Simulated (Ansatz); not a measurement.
This Ansatz (a quantum-chemistry and plane-wave program) input (CCSD(T)/cc-pVQZ) gives -114.42891 Eh with 170 basis functions. A basis named .json is the Basis Set Exchange file of that set (core-valence sets with the plain set on hydrogen).

Ansatz 0.2 input:
```yaml
crystal:
  periodic: [false, false, false]
  atoms:
    - {symbol: O, position_ang: [-0.00091616, -0.01015443, 0.67280603]}
    - {symbol: C, position_ang: [0.00071614, 0.00793741, -0.52591197]}
    - {symbol: H, position_ang: [-0.00265489, 0.95544190, -1.09932737]}
    - {symbol: H, position_ang: [0.00568738, -0.92183092, -1.12764904]}
basis:
  gaussian:
    orbitals: cc-pVQZ
magnetization: {spin_polarized: false}
correlation: {method: ccsd_t, frozen_orbitals: {C: 0, H: 0, O: 0}}
```

Change:
```diff
- orbitals: cc-pVQZ
+ orbitals: cc-pCVQZ.json
```

Problem. What does the run give now?

Solution. -114.48480 Eh (CCSD(T)/cc-pCVQZ, 228 functions), a change of -55.89 mEh.
